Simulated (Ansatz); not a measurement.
# H4N: relaxing the atoms and phonons

Aim: for H4N, 2 runs in a chain (relaxing the atoms and phonons).

Computed with Ansatz 0.2.0 (DFT B3LYP, Gaussian basis def2-SVP, unless a step's input says otherwise).

### Step 1. The system as given

Bond lengths: N1–H2 1.030 Å, N1–H3 1.030 Å, N1–H4 1.030 Å, N1–H5 1.030 Å. Angles: H2–N1–H3 109.5°, H2–N1–H4 109.5°, H2–N1–H5 109.5°, H3–N1–H4 109.5°, H3–N1–H5 109.5°, H4–N1–H5 109.5°.

Structure file:

```xyz
5

N     0.0000    0.0000    0.0000
H     0.5947    0.5947    0.5947
H     0.5947   -0.5947   -0.5947
H    -0.5947    0.5947   -0.5947
H    -0.5947   -0.5947    0.5947
```

### Step 2. Relaxing the atoms: H4N, charge +1

File input.yaml:

```yaml
crystal:
  periodic: [false, false, false]
  atoms:
    - { symbol: "N", position_ang: [0.0, 0.0, 0.0] }
    - { symbol: H, position_ang: [0.59467078, 0.59467078, 0.59467078] }
    - { symbol: H, position_ang: [0.59467078, -0.59467078, -0.59467078] }
    - { symbol: H, position_ang: [-0.59467078, 0.59467078, -0.59467078] }
    - { symbol: H, position_ang: [-0.59467078, -0.59467078, 0.59467078] }
total_charge: 1
basis:
  gaussian: { orbitals: def2-SVP }
hamiltonian:
  xc: b3lyp
relax:
  f_tol: 0.004
  max_steps: 200
output:
  orbitals: {}
```

On the command line:

```sh
ansatz run input.yaml --threads 4 --pin off --max-ram 8192MiB --backend cpu --events-out ev --progress --plain --runs-dir out
```

The program printed, cut to the lines that bear on the results:

```text
Warning: RAYON_NUM_THREADS=4 ignored (pool sized by the plan → 4); use --threads N
[...]
Functional definition: B3LYP
[...]
382 factors; integrals over basis functions are off by at most 1.0e-4 eV
[...]
mean field -1547.12330152 eV, -56.8557326531 hartree, gradient 5.1e-5 eV, S^2 0.000000; 0 other end points of the search recorded, 0 dependent functions left out
[...]
reference -1547.12343520 eV, -56.8557375657 hartree; 5, 5 occupied and 29, 29 virtual orbitals, 382 factors
relax step   1: F+E_penalty+E_count = -1547.12330152 eV  Δ(F+E_penalty+E_count) = +0.000e0 eV  max|allowed force component| = 5.385e-2 eV/Å  Δτ_max = 0.0000 Å  (19 SCF iters, accepted)
[...]
relax step   2: F+E_penalty+E_count = -1547.12368957 eV  Δ(F+E_penalty+E_count) = -3.881e-4 eV  max|allowed force component| = 1.348e-2 eV/Å  Δτ_max = 0.0017 Å  (14 SCF iters, accepted)
[...]
relax step   3: F+E_penalty+E_count = -1547.12371569 eV  Δ(F+E_penalty+E_count) = -2.612e-5 eV  max|allowed force component| = 6.120e-5 eV/Å  Δτ_max = 0.0006 Å  (14 SCF iters, accepted)
382 factors; integrals over basis functions are off by at most 1.0e-4 eV
[...]
mean field -1547.12371569 eV, -56.8557478734 hartree, gradient 2.2e-5 eV, S^2 0.000000; 1 other end points of the search recorded, 0 dependent functions left out
[...]
reference -1547.12384979 eV, -56.8557528017 hartree; 5, 5 occupied and 29, 29 virtual orbitals, 382 factors
Total energy: -1547.12384979 eV, -56.8557528017 hartree
Atom 0 at     0.000000     0.000000     0.000000 Å, force    -0.000001    -0.000000    -0.000000 eV/Å
Atom 1 at     0.595954     0.595954     0.595954 Å, force     0.000061     0.000061     0.000061 eV/Å
Atom 2 at     0.595954    -0.595954    -0.595954 Å, force     0.000061    -0.000061    -0.000061 eV/Å
Atom 3 at    -0.595954     0.595954    -0.595954 Å, force    -0.000061     0.000061    -0.000061 eV/Å
Atom 4 at    -0.595954    -0.595954     0.595954 Å, force    -0.000061    -0.000061     0.000061 eV/Å
Dipole moment:    -0.000000    -0.000000     0.000000 e Å
```

Wall time 1.1 s (4 threads of Intel Xeon Platinum 8259CL at 2.50GHz (Skylake/Cascade Lake), shared host); peak memory 0.098 GiB.

Step by step:

| step | energy from step 1 (eV) | largest force component (eV/Å) |
| --- | --- | --- |
| 1 | 0.0000 | 0.0538 |
| 2 | -0.0004 | 0.0135 |
| 3 | -0.0004 | 0.0001 |

Step 1 is the start.

Before: Bond lengths: N1–H2 1.030 Å, N1–H3 1.030 Å, N1–H4 1.030 Å, N1–H5 1.030 Å. Angles: H2–N1–H3 109.5°, H2–N1–H4 109.5°, H2–N1–H5 109.5°, H3–N1–H4 109.5°, H3–N1–H5 109.5°, H4–N1–H5 109.5°.

After: Bond lengths: N1–H2 1.032 Å, N1–H3 1.032 Å, N1–H4 1.032 Å, N1–H5 1.032 Å. Angles: H2–N1–H3 109.5°, H2–N1–H4 109.5°, H2–N1–H5 109.5°, H3–N1–H4 109.5°, H3–N1–H5 109.5°, H4–N1–H5 109.5°.

### Step 3. Phonons

It takes the final geometry of step 2.

File input.yaml:

```yaml
crystal:
  periodic: [false, false, false]
  atoms:
    - { symbol: "N", position_ang: [0.0, 0.0, 0.0] }
    - { symbol: H, position_ang: [0.59595425, 0.59595424, 0.59595424] }
    - { symbol: H, position_ang: [0.59595425, -0.59595424, -0.59595424] }
    - { symbol: H, position_ang: [-0.59595425, 0.59595426, -0.59595426] }
    - { symbol: H, position_ang: [-0.59595425, -0.59595426, 0.59595426] }
total_charge: 1
basis:
  gaussian: { orbitals: def2-SVP }
hamiltonian:
  xc: b3lyp
phonons: {}
```

On the command line:

```sh
ansatz run input.yaml --threads 4 --pin off --max-ram 8192MiB --backend cpu --events-out ev --progress --plain --runs-dir out
```

The program printed, cut to the lines that bear on the results:

```text
Warning: RAYON_NUM_THREADS=4 ignored (pool sized by the plan → 4); use --threads N
[...]
[... 1 set-up line as earlier in the session ...]
[...]
382 factors; integrals over basis functions are off by at most 1.0e-4 eV
[...]
mean field -1547.12371569 eV, -56.8557478734 hartree, gradient 5.3e-5 eV, S^2 0.000000; 0 other end points of the search recorded, 0 dependent functions left out
[...]
reference -1547.12384979 eV, -56.8557528017 hartree; 5, 5 occupied and 29, 29 virtual orbitals, 382 factors
[...]
382 factors; integrals over basis functions are off by at most 1.0e-4 eV
[...]
mean field -1547.12350419 eV, -56.8557401009 hartree, gradient 5.1e-7 eV, S^2 0.000000; 0 other end points of the search recorded, 0 dependent functions left out
[...]
reference -1547.12363829 eV, -56.8557450291 hartree; 5, 5 occupied and 29, 29 virtual orbitals, 382 factors
[...]
382 factors; integrals over basis functions are off by at most 1.0e-4 eV
[...]
382 factors; integrals over basis functions are off by at most 1.0e-4 eV
mean field -1547.12366211 eV, -56.8557459046 hartree, gradient 9.9e-7 eV, S^2 0.000000; 0 other end points of the search recorded, 0 dependent functions left out
[...]
reference -1547.12379615 eV, -56.8557508304 hartree; 5, 5 occupied and 29, 29 virtual orbitals, 382 factors
Total energy: -1547.12384979 eV, -56.8557528017 hartree
Atom 0 at     0.000000     0.000000     0.000000 Å, force    -0.000003    -0.000000     0.000000 eV/Å
Atom 1 at     0.595954     0.595954     0.595954 Å, force     0.000062     0.000062     0.000062 eV/Å
Atom 2 at     0.595954    -0.595954    -0.595954 Å, force     0.000062    -0.000062    -0.000062 eV/Å
Atom 3 at    -0.595954     0.595954    -0.595954 Å, force    -0.000060     0.000060    -0.000060 eV/Å
Atom 4 at    -0.595954    -0.595954     0.595954 Å, force    -0.000060    -0.000060     0.000060 eV/Å
Dipole moment:     0.000000     0.000000    -0.000000 e Å
Vibrations: 1434.04 1434.04 1434.04 1678.74 1678.74 3350.62 3473.88 3473.88 3473.88 cm⁻¹, zero-point energy 1.328606 eV
```

Wall time 2.5 s (4 threads of Intel Xeon Platinum 8259CL at 2.50GHz (Skylake/Cascade Lake), shared host); peak memory 0.096 GiB.

### Step 4. The runs side by side

```
step  energy above the lowest (eV)  charge  2S+1 typed  ⟨S²⟩  dipole (D)   time
   2                         0.000       1           1  0.00         n/a  1.1 s
   3                         0.000       1           1  0.00         n/a  2.5 s
```

**Reading.** The values hold for the settings typed; their convergence was not tested in this session.
